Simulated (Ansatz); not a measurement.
bcc Cs, treated with PBE-D3(BJ) (Ansatz, a program for electronic structure, PAW).

Run with plane-wave cutoff 520 eV, 14×14×14 k mesh, Fermi–Dirac smearing 0.05 eV, scalar-relativistic PAW data made under PBE.

Pressure at four volumes; x = ln(V/110.142 Å³). One pressure is withheld.

```csv
V (Å³/atom),x,P (GPa)
103.533,-0.0619,0.148
110.142,0.0000,0.000
114.547,0.0392,-0.079
116.750,0.0583,?
```

### Question
Pass a parabola P(x) through the three rows shown, estimate the bulk modulus and its pressure derivative near zero pressure, and predict the withheld pressure.

### Answer
Slopes between the rows: (0.000 − (0.148))/(0.0000 − (-0.0619)) = -2.39 and (-0.079 − (0.000))/(0.0392 − (0.0000)) = -2.02 GPa. Their difference over the span 0.1011 is c = 0.37/0.1011 = 3.7 GPa, so P(x) = 0.148 + (-2.39)(x − (-0.0619)) + 3.7 (x − (-0.0619))(x − (0.0000)). At the middle row B = −dP/dx = −[-2.39 + 3.7 × 0.0619] = 2.2 GPa, and B′ = dB/dP = 2c/B = 3.4. At x = 0.0583 the parabola gives -0.113 GPa; the run gives -0.114 GPa. The Birch–Murnaghan fit to the energies at all volumes has B0 = 2.16 GPa and B′ = 3.2.

Measured, for comparison: bulk modulus 2.11 GPa (corrected for temperature and zero-point phonon effects, our sources range from 2.11 to 2.35; as tabulated in Levämäki et al. (2014), arXiv:1402.3671). Computed (rounded) less measured: bulk modulus +2 % (inside the range of the sources held).

Spin–orbit coupling is not included.
